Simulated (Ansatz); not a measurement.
Ideal-gas functions of `N=C1C=CS1` at 800 K and 1 bar, from an Ansatz frequency run at PBE0-D4/def2-TZVP.

Molar mass 85.13 g/mol, point group Cs (symmetry number 1), electronic degeneracy 1, moments of inertia 65.292, 110.27, 175.562 u Å². Harmonic wavenumbers (cm⁻¹, unscaled): 246, 353, 559, 618, 648, 755, 803, 863, 933, 982, 1065, 1167, 1295, 1589, 1806, 3238, 3265, 3522.

Use S(trans) = R[1.5 ln M + 2.5 ln T − 1.1517]; rotational temperatures θ = 24.2544 K / I; S(rot) = R[ln(√π/σ · √(T³/θAθBθC)) + 1.5]; for each mode x = 1.438777 ν̃/T, S = R[x/(eˣ − 1) − ln(1 − e⁻ˣ)] and H = RT x/(eˣ − 1); 1 cm⁻¹ = 0.0119627 kJ/mol; R = 8.31446 J/(mol·K).

Q: By hand: the entropy, in J/(mol·K).

A: Translation 184.8. Rotation: θ = 0.3715, 0.22, 0.1382 K, giving 119.2. Vibration, mode by mode: 15.16, 12.23, 8.61, 7.85, 7.50, 6.38, 5.95, 5.45, 4.92, 4.59, 4.08, 3.53, 2.94, 1.94, 1.42, 0.17, 0.16, 0.11, in all 93.0. Electronic 0.0. Sum 397.0 J/(mol·K).

Q: By hand: H − E and G − E in kJ/mol, counted from the electronic energy.

A: Zero-point energy ½ × 23707 × 0.0119627 = 141.8; thermal vibration 43.1; translation, rotation and pV give 4 RT = 26.6. H − E = 211.5 kJ/mol, and G − E = 211.5 − 800 × 397.0/1000 = -106.1 kJ/mol.

Vibration gives 23 % of the entropy. The sum counts one conformer and one mirror image; others add a mixing term.
